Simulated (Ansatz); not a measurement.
Born–Oppenheimer molecular dynamics of CH$_{10}$Si$_{2}$ (13 atoms, charge 0, multiplicity 1). It starts at the highest image of a converged band. Of that band: Neighbouring images differ by up to 2.5 eV, so the band resolves the path poorly. A vibrational analysis at the climbing image gives one clearly imaginary mode, 1493i cm⁻¹: a first-order saddle point.

The calculation used RKS PBE/6-31G* (Ansatz).

```json
{
  "ensemble": "NVE (velocity Verlet)",
  "time step": "0.5 fs",
  "steps asked": "200",
  "starting velocities drawn for": "100 K",
  "seed": "3113"
}
```

First frame:

```xyz
13
Properties=species:S:1:pos:R:3
Si -0.205 -0.008 0.147
C 0.298 0.039 2.303
H -0.342 0.022 3.208
H 0.887 -0.891 2.269
H 0.944 0.930 2.332
H 1.315 0.037 0.003
H -0.615 1.060 -0.839
H -0.600 -1.409 -0.183
Si -2.776 0.466 0.859
H -3.363 -0.033 -0.439
H -3.612 -0.141 1.964
H -3.045 1.951 0.895
H -0.911 0.198 1.635
```

How far do the bonds stretch over the last three quarters of this one trajectory? (Pairs bonded in most of those frames.)


| bond | mean (Å) | spread (Å) | shortest | longest |
| --- | --- | --- | --- | --- |
| Si1–H6 | 1.512 | 0.030 | 1.46 | 1.56 |
| Si1–H7 | 1.510 | 0.012 | 1.49 | 1.53 |
| Si1–H8 | 1.510 | 0.017 | 1.48 | 1.54 |
| Si1–Si9 | 2.415 | 0.185 | 2.14 | 2.70 |
| C2–H3 | 1.105 | 0.019 | 1.06 | 1.15 |
| C2–H4 | 1.104 | 0.017 | 1.08 | 1.13 |
| C2–H5 | 1.102 | 0.018 | 1.06 | 1.14 |
| C2–H13 | 1.110 | 0.051 | 1.02 | 1.19 |
| Si9–H10 | 1.505 | 0.014 | 1.48 | 1.53 |
| Si9–H11 | 1.506 | 0.015 | 1.48 | 1.53 |
| Si9–H12 | 1.508 | 0.037 | 1.45 | 1.57 |

Mean temperature of the second half: 2143 K. The conserved energy stayed within 0.14 meV per atom of its start (net change -0.0014 meV per atom), so the integration is sound. The kinetic energy rose, since the run started high on the potential surface and went downhill. It ends in pieces (CH4 + H6Si2), so much of that is their flight and rotation, not heat. A run of 0.1 ps of so small a system gives no equilibrium averages. The orbitals stay closed-shell, which can raise the energy where a bond breaks towards radicals; this wasn't checked here.

The run took 4 min on 1 thread of Intel(R) Xeon(R) 6975P-C (Granite Rapids), with other jobs on the host, peak memory 0.13 GiB.
